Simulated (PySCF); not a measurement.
**NH2 (SMILES [NH2]) at UCISD/SBKJC (core potential)**

What is the energy change on altering one bond length of NH2 at UCISD/SBKJC (core potential)? Input form: a Python script.

The results are computed with PySCF 2.14.0.

11 further runs of the same task are left out: 1 that didn't finish, 10 set aside as unsound or not needed.

### 1 Starting point

NH2: 3 atoms, total charge 0, spin state doublet. SMILES: `[NH2]`. The coordinates come from a GFN2-xTB relaxation.

Bond lengths: N1–H2 1.014 Å, N1–H3 1.014 Å. Angles: H2–N1–H3 110.0°.

### 2 A single-point energy at UCISD/SBKJC (core potential)

Input file input.py:

```python
# [NH2]
from pyscf import gto, ci

mol = gto.M(
    atom=[
    ('N', (0.307180, -0.182210, 0.151440)),
    ('H', (0.155580, 0.820260, 0.174790)),
    ('H', (-0.462760, -0.638040, -0.326220)),
],
    max_memory=1860,
    verbose=3,
    charge=0,
    ecp={'N': 'sbkjc'},
    basis='sbkjc',
    spin=1,
)

mf = mol.UHF()
mf.conv_tol = 1e-10
mf.kernel()
if not mf.converged:
    mf = mf.newton().run(mf.mo_coeff, mf.mo_occ)

cisd = ci.CISD(mf)
cisd.kernel()
etot = cisd.e_tot
print('Final energy', etot)
```

Started as:

```console
$ OMP_NUM_THREADS=1 python input.py
```

The log of the run:

```text
converged SCF energy = -10.7665797793202  <S^2> = 0.75731359  2S+1 = 2.0073003
E(UCISD) = -10.85389523842917  E_corr = -0.08731545910896012
Final energy -10.85389523842917
```

Run time: 0.62 s. Hardware: 1 thread of Arm Neoverse V2, shared host; peak memory 0.12 GiB.

### 3 The distorted shape

Input file run.py:

```python
from pyscf import gto, scf, ci

mol = gto.M(
    atom=[
    ('N', (0.337505, -0.382739, 0.146769)),
    ('H', (0.155580, 0.820260, 0.174790)),
    ('H', (-0.432435, -0.838569, -0.330891)),
],
    spin=1,
    max_memory=1860,
    ecp={'N': 'sbkjc'},
    charge=0,
    verbose=4,
    basis='sbkjc',
)

calc0 = scf.UHF(mol)
calc0.conv_tol = 1e-10
calc0.kernel()
if not calc0.converged:
    calc0 = calc0.newton().run(calc0.mo_coeff, calc0.mo_occ)

cisd = ci.CISD(calc0)
cisd.kernel()
etot = cisd.e_tot
print('Final energy', etot)
```

Started as:

```console
$ OMP_NUM_THREADS=1 python run.py
```

The log of the run:

```text
PySCF version 2.14.0

[INPUT] num. atoms = 3
[INPUT] num. electrons = 7
[INPUT] charge = 0
[INPUT] spin (= nelec alpha-beta = 2S) = 1
[INPUT] symmetry False subgroup None
[INPUT] Mole.unit = angstrom
[INPUT] Symbol           X                Y                Z      unit          X                Y                Z       unit  Magmom
[INPUT]  1 N      0.337505000000  -0.382739000000   0.146769000000 AA    0.637792015671  -0.723271887190   0.277353213576 Bohr   0.0
[INPUT]  2 H      0.155580000000   0.820260000000   0.174790000000 AA    0.294003590460   1.550066750936   0.330305229313 Bohr   0.0
[INPUT]  3 H     -0.432435000000  -0.838569000000  -0.330891000000 AA   -0.817183716676  -1.584665746550  -0.625293367083 Bohr   0.0

nuclear repulsion = 5.0717438594356
number of shells = 8
number of NR pGTOs = 22
number of NR cGTOs = 12
basis = sbkjc
ecp = {'N': 'sbkjc'}

******** <class 'pyscf.scf.uhf.UHF'> ********
method = UHF
initial guess = minao
damping factor = 0
level_shift factor = 0
DIIS = <class 'pyscf.scf.diis.CDIIS'>
diis_start_cycle = 1
diis_space = 8
diis_damp = 0
SCF conv_tol = 1e-10
SCF conv_tol_grad = None
SCF max_cycles = 50
direct_scf = True
direct_scf_tol = 1e-13
number electrons alpha = 4  beta = 3
Set gradient conv threshold to 1e-05
init E= -9.53622613806466
[... the frontier-level lines of each cycle are left out ...]

cycle= 1 E= -10.6224144313797  delta_E= -1.09  |g|= 0.413  |ddm|=  1.7
cycle= 2 E= -10.721613201082  delta_E= -0.0992  |g|= 0.204  |ddm|= 0.657
cycle= 3 E= -10.7427324143671  delta_E= -0.0211  |g|= 0.0309  |ddm|= 0.164
cycle= 4 E= -10.7441465488352  delta_E= -0.00141  |g|= 0.0118  |ddm|= 0.0887
cycle= 5 E= -10.744480717402  delta_E= -0.000334  |g|= 0.00583  |ddm|= 0.0406
cycle= 6 E= -10.74461113463  delta_E= -0.00013  |g|= 0.00302  |ddm|= 0.0251
cycle= 7 E= -10.7446595676745  delta_E= -4.84e-05  |g|= 0.00107  |ddm|= 0.0228
cycle= 8 E= -10.7446646071936  delta_E= -5.04e-06  |g|= 0.000366  |ddm|= 0.00778
cycle= 9 E= -10.7446650593364  delta_E= -4.52e-07  |g|= 9.9e-05  |ddm|= 0.0022
cycle= 10 E= -10.7446650847358  delta_E= -2.54e-08  |g|= 2.43e-05  |ddm|= 0.000542
cycle= 11 E= -10.7446650858386  delta_E= -1.1e-09  |g|= 8.37e-06  |ddm|= 8.89e-05
cycle= 12 E= -10.7446650859985  delta_E= -1.6e-10  |g|= 2.28e-06  |ddm|= 3.95e-05
cycle= 13 E= -10.7446650860099  delta_E= -1.14e-11  |g|= 6.57e-07  |ddm|= 9.88e-06
Extra cycle  E= -10.7446650860105  delta_E= -5.47e-13  |g|= 3.37e-07  |ddm|= 1.47e-06
converged SCF energy = -10.7446650860105  <S^2> = 0.76741015  2S+1 = 2.017335

******** <class 'pyscf.ci.ucisd.UCISD'> ********
CISD nocc = (np.int64(4), np.int64(3)), nmo = (12, 12)
max_cycle = 50
direct = 0
conv_tol = 1e-09
max_cycle = 50
max_space = 12
lindep = 0
nroots = 1
Init t2, MP2 energy = -0.0809729196724357
UCISD converged
E(UCISD) = -10.83971628554001  E_corr = -0.09505119952954946
Final energy -10.839716285540007
```

It took 0.58 s on 1 thread of Arm Neoverse V2, shared host; peak memory 0.12 GiB.

### 4 Results

At UCISD/SBKJC (core potential):

```
                                                                   quantity         value
                                                  first shape: total energy  -10.85390 Eh
                          first shape: dipole moment (Hartree–Fock density)        2.47 D
    first shape: HOMO energy (Hartree–Fock orbitals) (highest over α and β)     -11.73 eV
     first shape: LUMO energy (Hartree–Fock orbitals) (lowest over α and β)       3.22 eV
                                            first shape: correlation energy     -87.3 mEh
                             first shape: ⟨S²⟩ of the reference determinant         0.757
                                              distorted shape: total energy  -10.83972 Eh
                      distorted shape: dipole moment (Hartree–Fock density)        2.37 D
distorted shape: HOMO energy (Hartree–Fock orbitals) (highest over α and β)     -11.61 eV
 distorted shape: LUMO energy (Hartree–Fock orbitals) (lowest over α and β)       3.23 eV
                                        distorted shape: correlation energy     -95.1 mEh
                         distorted shape: ⟨S²⟩ of the reference determinant         0.767
          energy change with the N1–H2 bond stretched from 1.014 to 1.217 Å      0.386 eV
```

**Reading.** With the N1–H2 bond stretched from 1.014 to 1.217 Å the energy rises by 0.39 eV (8.9 kcal/mol). The first shape isn't relaxed at this level, so the change isn't measured from a minimum. Mulliken charges (distorted shape) of the mean-field density run from -0.46 on N1 to +0.24 on H3; they depend strongly on the basis.
